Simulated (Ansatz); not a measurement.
**NHS₂ (singlet): wave-function methods side by side at distance N1–S2 = 2.275 Å, cc-pVDZ**

The task here is to estimate one member of a computed series from the others.

Program: Ansatz 0.2.0, Gaussian basis. Level of theory: cc-pVDZ, core rule «outside noble gas», up to 11 orbitals frozen. These are calculated values, not measurements.

To be run: UHF; CCSD(T) on RHF; CCSD(T) on UHF; BCCD(T) on RHF; CISD; CCSDT(Q) on RHF; CASSCF and MRCISD+Q, 2 electrons in 2 orbitals; CASSCF and NEVPT2, 2 electrons in 2 orbitals.

33 further runs of the same task are left out: 10 for a known fault of the program, 1 for a mislabelled method, 19 that didn't finish, 3 set aside as unsound or not needed.

## The geometry

The geometry derives from a PBE0/def2-TZVP stationary point (not a proven minimum). One bond is set to the value named and the two fragments are kept rigid.

4 atoms, charge 0, spin multiplicity 1.

Atoms are counted from 1 here; the program's logs count them from 0.

Bond lengths: N1–S3 1.617 Å, N1–H4 1.020 Å. Angles: S3–N1–H4 113.9°.

The first run:

File in.yaml:

```yaml
crystal:
  periodic: [false, false, false]
  atoms:
    - {symbol: N, position_ang: [0.000000, -0.625681, 0.243629]}
    - {symbol: S, position_ang: [0.000000, 0.295697, -1.836440]}
    - {symbol: S, position_ang: [0.000000, 0.029331, 1.722360]}
    - {symbol: H, position_ang: [0.000000, -1.645207, 0.243629]}
basis:
  gaussian: {orbitals: cc-pVDZ}
magnetization: {spin_polarized: true, initial_magnetization: 0}
hamiltonian: {xc: hf}
output: {orbitals: {seedname: orbitals}}
```

Started as:

```bash
> ansatz run in.yaml --threads 1 --pin off --events-out ev --progress --plain --max-ram 2393MiB
```

Among the steps run: UHF; CCSD(T) on RHF; CCSD(T) on UHF; BCCD(T) on RHF; CISD; CCSDT(Q) on RHF; CASSCF and MRCISD+Q, 2 electrons in 2 orbitals; CASSCF and NEVPT2, 2 electrons in 2 orbitals.

One of the session's tables, all rows but one given; the rest of the session is left out.

| method | from RCCSDT(Q) (kJ/mol) |
| --- | --- |
| RHF | +1342.5 |
| UHF | +1221.4 |
| RMP2 | +227.2 |
| CISD | +302.8 |
| RCCSD | +125.9 |
| RCCSD(T) | +63.0 |
| BCCD(T) | ? |
| RCCSDT | +41.2 |
| RCCSDT(Q) | 0 |
| CASSCF pair | +1223.3 |
| NEVPT2 pair | +237.5 |
| MRCISD pair | +262.2 |
| MRCISD+Q pair | +115.3 |

**Question.** Estimate the row for BCCD(T).

**Answer.** from RCCSDT(Q) (kJ/mol): +61.6. In the column «from RCCSDT(Q) (kJ/mol)» it lies between RCCSDT (+41.2) and RCCSD(T) (+63.0).

Not comparable, so not listed: CCSD(T) on UHF (they don't share determinant, frozen orbitals or solution with the rows shown, or repeat one).

Caveats from the session: The determinant is far from a pure spin state, so its energy mixes those of several spin states (harmless only where they are near-degenerate, as at dissociation). The program flags BCCD(T) as in doubt, so those rows may rest on another solution; read them beside their warnings. Warnings: restricted reference is unstable; spin contamination; large T1 diagnostic.
